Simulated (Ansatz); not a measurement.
`[O]P=O` radical. Total charge 0; spin multiplicity 2. The geometry is a stationary point of PBE0-D4/def2-TZVP.

```xyz
3

O    -0.237   -1.288   -0.385
P    -0.245    0.169   -0.230
O     0.482    1.119    0.615
```

Question: What is the dipole moment at ωB97M-V/def2-TZVPP? (Estimate.)

Answer: Computed: 1.55 D, with components (-1.01, 0.69, -0.95) D in this frame, pointing from negative to positive charge.

Question: And with PBE, r2SCAN, B3LYP? (Estimate.)

Answer: Ansatz gave: PBE 1.29 D, r2SCAN 1.37 D, B3LYP 1.47 D.

Question: Give the Mulliken charges with ωB97M-V, B3LYP, PBE in def2-TZVPP. (An estimate is asked.)

Answer: The calculation gave: 
| atom | ωB97M-V | B3LYP | PBE |
| --- | --- | --- | --- |
| O1 | -0.35 | -0.35 | -0.30 |
| P2 | 0.71 | 0.70 | 0.59 |
| O3 | -0.35 | -0.35 | -0.30 |

B3LYP here is the variant with VWN-RPA as its local correlation; programs differ in this.
